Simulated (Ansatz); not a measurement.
Geometry optimisation, RKS PBE-D4/cc-pVDZ in Ansatz.

input.yaml

```yaml
crystal:
  periodic: [false, false, false]
  atoms:
    - { symbol: Si, position_ang: [0.287703, 0.032439, -0.05001] }
    - { symbol: Cl, position_ang: [0.328648, -0.173685, 2.068066] }
    - { symbol: H, position_ang: [1.74846, 0.046193, -0.429583] }
    - { symbol: H, position_ang: [-0.338437, 1.339321, -0.427436] }
    - { symbol: H, position_ang: [-0.355613, -1.172938, -0.671101] }
    - { symbol: O, position_ang: [-2.500774, 0.032538, 0.678044] }
    - { symbol: H, position_ang: [-2.657634, -0.933959, 0.700857] }
    - { symbol: H, position_ang: [-2.169353, 0.200392, 1.598863] }
basis:
  gaussian: { orbitals: cc-pVDZ }
hamiltonian:
  xc: pbe
  dispersion: d4
relax:
  f_tol: 0.03
  max_steps: 50
```

Launched with:

```bash
$ ansatz run input.yaml --threads 1 --pin off --max-ram 2048MiB --backend cpu --events-out ev --progress --plain --runs-dir out
```

**Question.** Where does it end, and by what steps?

**Answer.** The forces met the threshold. After 6 steps the energy has fallen by 0.008 eV; H7 moved furthest, 0.09 Å.

| step | energy less start (eV) | largest force component (eV/Å) | accepted |
| --- | --- | --- | --- |
| 0 | 0.0000 | 0.529 | yes |
| 1 | -0.0006 | 0.484 | yes |
| 2 | 0.0337 | 1.444 | no |
| 3 | -0.0035 | 0.368 | yes |
| 4 | -0.0059 | 0.036 | yes |
| 5 | -0.0072 | 0.031 | yes |
| 6 | -0.0075 | 0.019 | yes |

```xyz
8
Properties=species:S:1:pos:R:3
Si 0.318 0.033 -0.062
Cl 0.307 -0.210 2.047
H 1.781 0.052 -0.424
H -0.315 1.342 -0.423
H -0.334 -1.156 -0.706
O -2.571 0.010 0.691
H -2.646 -0.961 0.784
H -2.198 0.259 1.562
```

Whether the end is a true minimum wasn't checked by a vibrational analysis.

Time of the run: 16 s on 1 thread of Arm Neoverse V1 (shared host), peak memory 0.12 GiB.
